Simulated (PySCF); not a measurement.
# Basis and Hamiltonian dependence of the ionisation energy of Be

Be [He] 2s2 (1S) → Be+ [He] 2s1 (2S). Calculated with PySCF 2.14 from differences of total energies of unrestricted determinants, without spin-orbit coupling. Values in eV.

| basis | Hamiltonian | functions | UHF | r2SCAN | PBE0 | MP2 (valence) | CCSD(T) (valence) | CCSD(T) (valence and next inner shell) |
| --- | --- | --- | --- | --- | --- | --- | --- | --- |
| def2-SVP | non-relativistic | 9 | 7.968 | n/a | n/a | 8.567 | 9.171 | n/a |
| cc-pVDZ | non-relativistic | 14 | 8.079 | n/a | n/a | 8.776 | 9.290 | n/a |
| x2c-TZVPPall | spin-free X2C | 19 | 8.043 | 8.789 | 8.971 | 8.753 | 9.270 | 9.272 |
| x2c-TZVPPall with one added diffuse shell of s type | spin-free X2C | 20 | 8.043 | 8.789 | 8.971 | 8.753 | 9.270 | 9.272 |
| aug-cc-pVDZ-DK | spin-free X2C | 23 | 8.076 | 8.828 | 9.013 | 8.777 | 9.287 | n/a |
| aug-pcseg-2 | non-relativistic | 24 | 8.023 | 8.780 | 8.974 | 8.684 | n/a | n/a |
| def2-QZVPPD | non-relativistic | 36 | 8.043 | 8.794 | 8.971 | 8.807 | 9.283 | 9.291 |
| cc-pVQZ | non-relativistic | 55 | 8.043 | 8.793 | 8.972 | 8.843 | n/a | n/a |
| aug-cc-pCVTZ | non-relativistic | 59 | 8.043 | 8.792 | 8.974 | 8.825 | 9.289 | 9.303 |
| aug-cc-pCVTZ-DK with one added diffuse shell each of s, p, d, f type | spin-free X2C | 75 | 8.044 | 8.793 | 8.975 | 8.827 | 9.290 | 9.304 |
| dyall-av3z | spin-free X2C | 76 | 8.044 | 8.793 | 8.972 | 8.838 | 9.296 | n/a |
| dyall-acv3z | non-relativistic | 76 | 8.043 | 8.792 | 8.971 | 8.837 | 9.295 | 9.311 |
| aug-cc-pCVQZ-DK | spin-free X2C | 109 | 8.044 | 8.793 | 8.972 | 8.852 | 9.297 | n/a |
| aug-cc-pV5Z | non-relativistic | 127 | 8.043 | 8.790 | 8.971 | 8.858 | n/a | n/a |

Frozen in the all-electron rows: valence: 1s2; valence and next inner shell: nothing.

Reference for a calculation without spin-orbit coupling: 9.323 eV (measured, between term centres; NIST).
